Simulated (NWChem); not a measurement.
CHO cation

```xyz
3

C      0.0000     0.0000    -0.5086
O      0.0000     0.0000     0.5958
H      0.0000     0.0000    -1.6198
```
Atoms are numbered in this order, from 1.

Program: NWChem. Structure relaxed at the PBE0/def2-SVP level. Vertical excitations in the gas phase.

**Question.** What does the run give for CAM-B3LYP/def2-TZVPD, TDA? Quantities: lowest excitation, singlet (eV); oscillator strength of that lowest state; orbital gap (eV).

**Answer.** 
* **lowest excitation, singlet (eV)**: 9.44
* **oscillator strength of that lowest state**: 0.000
* **orbital gap (eV)**: 15.52
